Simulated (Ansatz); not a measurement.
Geometry optimisation, Ansatz, UKS BLYP-D4/6-31G.

input.yaml

```yaml
crystal:
  periodic: [false, false, false]
  atoms:
    - { symbol: C, position_ang: [0.48158, -0.1556, 0.24809] }
    - { symbol: O, position_ang: [-0.48158, 0.1556, -0.24809] }
magnetization:
  spin_polarized: true
basis:
  gaussian: { orbitals: "6-31G" }
hamiltonian:
  xc: blyp
  dispersion: d4
relax:
  f_tol: 0.02
  max_steps: 40
output:
  orbitals: {}
```

Launched with:

```bash
$ ansatz run input.yaml --threads 1 --pin off --max-ram 2048MiB --backend cpu --events-out ev --progress --plain --runs-dir out
```

Question: Where does it end, and by what steps?

Answer: The run converged. Limits of this set-up: no polarisation functions. After 3 steps the energy has fallen by 0.098 eV; C1 moved furthest, 0.02 Å.

| step | energy less start (eV) | largest force component (eV/Å) | accepted |
| --- | --- | --- | --- |
| 0 | 0.0000 | 4.137 | yes |
| 1 | -0.0976 | 0.285 | yes |
| 2 | -0.0982 | 0.029 | yes |
| 3 | -0.0982 | 0.012 | yes |

```xyz
2
Properties=species:S:1:pos:R:3
C 0.500 -0.162 0.258
O -0.500 0.162 -0.258
```

Run time: 1.5 s on 1 CPU thread of a shared host.
